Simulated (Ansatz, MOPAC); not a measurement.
Gas-phase reaction in SMILES: CC (C2H6) [ethane] + [H][H] (H2) -> 2 C (CH4)

Wanted: energy of full hydrogenation (enthalpy at 298 K), in kcal/mol. Set-up: 6-31G* and kin with 6d, 5d where marked; non-relativistic; valence correlation only; dispersion terms only where a functional's name holds one; no spin-orbit coupling. First-principles rows: single points at B3LYP-D3(BJ) geometries (Ansatz, a first-principles code), with unscaled harmonic terms from B3LYP/6-31G* (Ansatz) at its own minima. Semi-empirical rows: MOPAC heats of formation at their own minima for 298 K.

```tsv
species	coefficient	E at MP2/6-31G* (Ansatz), Eh	E at wB97X-V/def2-TZVPD (Ansatz), Eh	H(298 K) - E, kcal/mol	heat of formation at MNDO (MOPAC), kcal/mol
CC (C2H6)	-1	-79.49472	-79.82947	49.98	-19.75
[H][H] (H2)	-1	-1.14411	-1.17238	8.44	0.72
C (CH4)	+2	-40.33255	-40.51531	30.76	-11.96
```

Measured values: Active Thermochemical Tables 1.112 (ions: stationary electron), as tabulated in the package chemicals; they hold spin-orbit and core effects, anharmonicity.  Value to compare with, the measured value: -15.6 kcal/mol. 1 Eh = 627.5095 kcal/mol.

Q: Work the quantity out at each level, and compare with the measured value.

A: 
- MP2/6-31G*: the sum of coefficient times E is -0.02627 Eh, or -16.48 kcal/mol; the thermal terms add 3.10. Result: -13.4 kcal/mol. Its error against the measured value is 2.2 kcal/mol.
- wB97X-V/def2-TZVPD: the sum of coefficient times E is -0.02877 Eh, or -18.05 kcal/mol; the thermal terms add 3.10. Result: -15.0 kcal/mol. Its error against the measured value is 0.6 kcal/mol.
- MNDO: the sum of coefficient times heat of formation is -4.89 kcal/mol; it needs no thermal term. Its error against the measured value is 10.7 kcal/mol.
